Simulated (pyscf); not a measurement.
Thermochemistry of product channels of boron trifluoride (F–B(F)–F) + ethylene (H₂C=CH₂) on the singlet surface, in kcal/mol, from ωB97M-D3(BJ)/def2-TZVP energies (ideal gas, 1 atm, RRHO with modes under 100 cm⁻¹ raised to 100, one conformer, R ln 2 for chiral ones without a mode under 150 cm⁻¹). Structures and frequencies: ωB97X-D3(BJ)/def2-SVP in PySCF.

```csv
products,ΔE,ΔH(298 K),ΔG(900 K),ΔG(1200 K)
F–CH₂–CH₂–B(F)–F,+13.6,+16.1,+44.8,+53.7
hydrogen fluoride (HF) + H₂C=CH–B(F)–F,+28.8,+28.3,+25.9,+24.6
```

These are energies of the channels, which say nothing of barriers.
